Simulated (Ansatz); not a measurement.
# C₃H₄F₂O: one species, many methods

Aim: compute C₃H₄F₂O with functionals from several rungs and with coupled cluster, and see how far each lands from CCSD(T) at the basis-set limit for the atomisation energy.

The runs use Ansatz 0.2.0, Gaussian basis; functionals in def2-TZVPP, the program's frozen cores in correlated methods.

Plan: PBE-D4, r2SCAN-D4, PBE0-D4, B3LYP-D4, ωB97X-V, ωB97M-V, B2PLYP; CCSD(T)/def2-TZVPP; MP2/def2-QZVPP; extrapolation to the limit.

**1. The relaxed structure**

All runs share one geometry, relaxed beforehand with PBE0-D4 in a triple-zeta def2 set.

SMILES `FC[C@@H]1O[C@H]1F`, 10 atoms, charge 0, spin multiplicity 1.

Atoms are counted from 1 here; the program's logs count them from 0.

Bond lengths: F1–C2 1.378 Å, C2–C3 1.498 Å, C2–H7 1.094 Å, C2–H8 1.094 Å, C3–O4 1.438 Å, C3–C5 1.451 Å, C3–H9 1.088 Å, O4–C5 1.380 Å, C5–F6 1.347 Å, C5–H10 1.087 Å. Angles: F1–C2–C3 109.3°, F1–C2–H7 108.9°, F1–C2–H8 108.3°, C3–C2–H7 110.7°, C3–C2–H8 110.5°, H7–C2–H8 109.0°, C2–C3–O4 114.9°, C2–C3–C5 122.4°, C2–C3–H9 116.5°, O4–C3–C5 57.1°, O4–C3–H9 114.4°, C5–C3–H9 117.2°, C3–O4–C5 61.9°, C3–C5–O4 61.0°, C3–C5–F6 119.2°, C3–C5–H10 123.8°, O4–C5–F6 115.3°, O4–C5–H10 117.3° and more.

As a file:

```
F    -1.1010   -1.4618    1.2118
C    -0.2525   -0.3760    1.1887
C     0.4096   -0.2948   -0.1521
O     1.0931    0.9427   -0.4149
C    -0.0191    0.6413   -1.1745
F     0.2266    0.3605   -2.4686
H    -0.8303    0.5305    1.3906
H     0.4942   -0.5058    1.9781
H     0.9453   -1.1821   -0.4825
H    -0.8828    1.2943   -1.0738
```

**2. PBE-D4 (GGA)**

in.yaml reads:

```yaml
crystal:
  periodic: [false, false, false]
  atoms:
    - {symbol: F, position_ang: [-1.100981, -1.461835, 1.211817]}
    - {symbol: C, position_ang: [-0.252550, -0.375959, 1.188749]}
    - {symbol: C, position_ang: [0.409612, -0.294833, -0.152097]}
    - {symbol: O, position_ang: [1.093065, 0.942673, -0.414926]}
    - {symbol: C, position_ang: [-0.019099, 0.641301, -1.174511]}
    - {symbol: F, position_ang: [0.226643, 0.360478, -2.468616]}
    - {symbol: H, position_ang: [-0.830332, 0.530528, 1.390625]}
    - {symbol: H, position_ang: [0.494182, -0.505824, 1.978112]}
    - {symbol: H, position_ang: [0.945342, -1.182065, -0.482525]}
    - {symbol: H, position_ang: [-0.882782, 1.294337, -1.073827]}
basis:
  gaussian: {orbitals: def2-TZVPP}
hamiltonian: {xc: pbe, dispersion: d4}
output: {forces: true, orbitals: {seedname: orbitals}}
```

Run with:

```bash
> ansatz run in.yaml --threads 4 --pin off --events-out ev --progress --plain --max-ram 10444MiB
```

The runs that follow: r2SCAN-D4 (meta-GGA); PBE0-D4 (hybrid); B3LYP-D4 (hybrid); ωB97X-V (range-separated); ωB97M-V (range-separated); B2PLYP (double hybrid); CCSD(T) in def2-TZVPP; MP2 in def2-QZVPP.

**Question.** What will the summary of the whole plan be? Wanted: atomisation energy, CCSD(T)/CBS; farthest; mean size of error, hybrid; mean size of error, range-separated; gap, smallest and largest; T1 diagnostic; triples share of the correlation energy.

As calculated:

```
                               quantity                                 value
        atomisation energy, CCSD(T)/CBS                         4046.9 kJ/mol
 functionals within 20.2 kJ/mol (0.5 %)                              B3LYP-D4
                               farthest                PBE-D4 (+175.5 kJ/mol)
             mean size of error, hybrid                           26.8 kJ/mol
    mean size of error, range-separated                           22.4 kJ/mol
              gap, smallest and largest  7.16 eV (PBE-D4), 14.53 eV (ωB97X-V)
                          T1 diagnostic                                0.0119
triples share of the correlation energy                                 3.6 %
```

**Reading.** PBE-D4 is off by +175.5 kJ/mol. Double hybrids carry the basis error of their MP2 part in triple zeta, and no dispersion term here, so their miss is partly the set-up's. Misses under about 20.2 kJ/mol are within the doubt on the reference itself, which lacks core-valence correlation, relativity and higher excitations. Hartree-Fock recovers 69 % of the binding; the rest is correlation. The gap grows from 7.2 to 14.5 eV across the functionals, mostly with the share of exact exchange.
